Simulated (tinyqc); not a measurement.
Inside a calculation. Method: extended Hueckel theory, for N2. One step of it, computed by the program tinyqc.

Task: Wolfsberg-Helmholz matrix. H_ij = K' S_ij (H_ii + H_jj)/2 for i != j (the diagonal keeps H_ii), with K' = K + D^2 + D^4 (1 - K), D = (H_ii - H_jj)/(H_ii + H_jj), K = 1.75.

overlap S, lower triangle:
```
            1N 2s    1N 2px    1N 2py     1N 2pz     2N 2s    2N 2px    2N 2py    2N 2pz
1N 2s    1.000000
1N 2px   0.000000  1.000000
1N 2py   0.000000  0.000000  1.000000
1N 2pz   0.000000  0.000000  0.000000   1.000000
2N 2s    0.516714  0.000000  0.000000   0.474737  1.000000
2N 2px   0.000000  0.342678  0.000000   0.000000  0.000000  1.000000
2N 2py   0.000000  0.000000  0.342678   0.000000  0.000000  0.000000  1.000000
2N 2pz  -0.474737  0.000000  0.000000  -0.286646  0.000000  0.000000  0.000000  1.000000
```

diagonal H_ii (eV): 1N 2s -26.000000, 1N 2px -13.400000, 1N 2py -13.400000, 1N 2pz -13.400000, 2N 2s -26.000000, 2N 2px -13.400000, 2N 2py -13.400000, 2N 2pz -13.400000

K = 1.750000

Give: H.

Result:

H (eV), lower triangle:
```
           1N 2s    1N 2px    1N 2py    1N 2pz     2N 2s    2N 2px    2N 2py    2N 2pz
1N 2s   -26.0000
1N 2px    0.0000  -13.4000
1N 2py    0.0000    0.0000  -13.4000
1N 2pz    0.0000    0.0000    0.0000  -13.4000
2N 2s   -23.5105    0.0000    0.0000  -17.2496  -26.0000
2N 2px    0.0000   -8.0358    0.0000    0.0000    0.0000  -13.4000
2N 2py    0.0000    0.0000   -8.0358    0.0000    0.0000    0.0000  -13.4000
2N 2pz   17.2496    0.0000    0.0000    6.7219    0.0000    0.0000    0.0000  -13.4000
```
